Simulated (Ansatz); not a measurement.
**Multireference treatment of C₂H₄O, singlet**

Calculated in Ansatz's Gaussian-basis code. Basis cc-pVDZ, nonrelativistic, 3 orbitals frozen in the corrections. State-specific CASSCF; RHF is the lowest restricted (open-shell) Hartree–Fock solution met. Single-reference values can break down or jump between states where bonds are stretched. No symmetry is imposed, so a solution can break that of the shape. Lower solutions, or ones in other orbitals, may exist.

Geometry:

```tsv
atom	x (Å)	y (Å)	z (Å)
C	-0.1465	-0.2239	1.1770
O	0.1928	0.5271	0.0000
C	-0.1465	-0.2239	-1.1770
H	-0.3192	0.3707	2.0708
H	0.4272	-1.1356	1.3249
H	0.4272	-1.1356	-1.3249
H	-0.3192	0.3707	-2.0708
```

Question: What do CASSCF and its corrections give against RHF in CAS(4,3), and what are the occupations?

Answer: CASSCF -3.264 eV, SC-NEVPT2 -14.823 eV; occupations 2.00, 1.12, 0.88.

Question: How do single-reference totals in the same basis and frozen core stand against SC-NEVPT2 in CAS(4,3)?

Answer: CCSD(T) -1.202 eV. Coupled cluster stands on the determinant that it favours, which can lie over the RHF solution above, and is in doubt where the occupations are far from 0, 1 and 2.
